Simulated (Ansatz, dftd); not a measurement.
System: C2H5S, charge 0, doublet. C2H5S (SMILES [CH2]SC, doublet).
B3LYP-D3(BJ)/def2-TZVP minimum from Ansatz (a quantum-chemistry and plane-wave program):
```xyz
8

C      0.0677     1.3368    -0.5808
S     -0.2035     0.1104     0.5694
C      0.2434    -1.3727    -0.3665
H      0.5526     1.1278    -1.5216
H     -0.1516     2.3506    -0.2860
H      0.1127    -2.2243     0.2986
H     -0.4080    -1.4849    -1.2322
H      1.2839    -1.3204    -0.6851
```
Charge 0, spin multiplicity 2.

Quantity: atomisation energy (electronic, to ground-state atoms), in kJ/mol. Open shells are spin-unrestricted; no spin-orbit coupling. Cores are frozen in correlated methods. Rows without X2C or -DK are non-relativistic. CBS(X,Y): correlation extrapolated as X^-3, Hartree-Fock from the larger set. A bracket is a step between two methods taken in the basis named. Functionals run without relativity, which enters their misses. Double hybrids freeze cores in their MP2 part. 'core' is core correlation in cc-pwCVTZ (1s frozen past Ne), 'X2C' scalar relativity in cc-pVTZ-DK, both at CCSD(T). For partners of very few electrons the exact lower level stands in for a higher one.

```tsv
level	program	atomisation energy (kJ/mol)	difference against the last row
HF/aug-cc-pV(D+d)Z	Ansatz	2029.8	-768.7
HF/cc-pV(Q+d)Z	Ansatz	2070.5	-728.0
B3LYP-D3(BJ)/def2-TZVPD	Ansatz + dftd3	2804.0	5.5
B3LYP/def2-TZVPD	Ansatz	2780.1	-18.4
wB97X-V/def2-TZVPD	Ansatz	2800.3	1.8
B2PLYP-D3(BJ)/def2-TZVPD	Ansatz + dftd3	2765.4	-33.1
B2PLYP/def2-TZVPD	Ansatz	2754.5	-44.0
B2GP-PLYP-D4/def2-TZVPD	Ansatz + dftd4	2750.7	-47.8
MP2/aug-cc-pV(D+d)Z	Ansatz	2615.4	-183.1
MP2/cc-pV(T+d)Z	Ansatz	2732.2	-66.3
CCSD(T)/aug-cc-pV(D+d)Z	Ansatz	2599.8	-198.7
CCSDT(Q)/cc-pV(D+d)Z	Ansatz	2572.2	-226.3
CCSD(T)/CBS(cc-pV(T+d)Z,cc-pV(Q+d)Z) + [CCSDT(Q) - CCSD(T)]/cc-pV(D+d)Z + core + X2C	Ansatz	2798.5	0.0
```
